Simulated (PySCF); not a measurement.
C2H3F, SMILES C=CF, point group Cs.

Level: B3LYP/pcSseg-1 in PySCF (density fitting, grid level 2); geometry and Hessian at that level, cubic constants and property derivatives from steps of ±0.6 along each species' dimensionless normal coordinates, second-order vibrational perturbation theory. The parent has the commonest isotopes.

Equilibrium geometry (Å):

| atom | x | y | z |
| --- | --- | --- | --- |
| C1 | -0.6925 | 0.0190 | -0.1302 |
| C2 | 0.6070 | 0.0622 | 0.0992 |
| F3 | 1.3840 | -1.0397 | 0.0438 |
| H4 | -1.2774 | 0.9312 | -0.0735 |
| H5 | -1.1927 | -0.9134 | -0.3756 |
| H6 | 1.1841 | 0.9488 | 0.3500 |

Species: ¹³C at 2. Output of the displacement run:

```
mode    cm-1    km/mol   phi_rrr   E(+)/cm-1  E(-)/cm-1
  1    482.34     4.22      23.9      88.24      87.05
  2    722.06     2.10      -0.1     130.18     132.94
  3    886.90    60.59      -0.3     161.91     162.49
  4    935.61    43.06    -124.7     164.31     173.57
  5    962.05    35.21      -0.3     174.94     175.11
  6   1149.39   101.21    -200.1     199.95     214.30
  7   1324.52     2.63      31.1     239.76     237.87
  8   1396.04     4.47     -64.1     249.40     253.80
  9   1680.47    95.63    -341.5     290.64     315.28
 10   3154.76     1.50   -1117.5     529.86     610.18
 11   3181.25     7.05   -1735.1     514.92     639.56
 12   3250.62     0.70    -255.7     578.86     597.11
```

For the shielding of H6 (σe = 24.75 ppm):

| mode | ω (cm⁻¹) | Σr φrrs (cm⁻¹) | ∂σ/∂q | ∂²σ/∂q² |
| --- | --- | --- | --- | --- |
| 1 | 482 | 12 | -0.121 | 0.000 |
| 2 | 722 | 3 | 0.000 | -0.071 |
| 3 | 887 | -1 | 0.000 | -0.081 |
| 4 | 936 | -387 | -0.084 | -0.009 |
| 5 | 962 | 3 | 0.000 | -0.512 |
| 6 | 1149 | -474 | -0.295 | -0.043 |
| 7 | 1325 | 191 | 0.160 | -0.455 |
| 8 | 1396 | -14 | 0.087 | -0.218 |
| 9 | 1680 | -450 | -0.408 | -0.138 |
| 10 | 3155 | -253 | 0.475 | 0.024 |
| 11 | 3181 | -863 | -1.466 | 0.230 |
| 12 | 3251 | 13 | -0.119 | -0.012 |

Task: Work out the zero-point average of this shielding.

Result: With ⟨qs⟩ = −Σr φrrs/(4ωs) and ⟨qs²⟩ = 1/2: the mean displacements are -0.006, -0.001, 0.000, 0.103, -0.001, 0.103, -0.036, 0.002, 0.067, 0.020, 0.068, -0.001. The anharmonic term Σ (∂σ/∂q)⟨q⟩ is -0.16 ppm, the harmonic term ¼ Σ ∂²σ/∂q² is -0.32 ppm, so ⟨σ⟩ = 24.27 ppm.
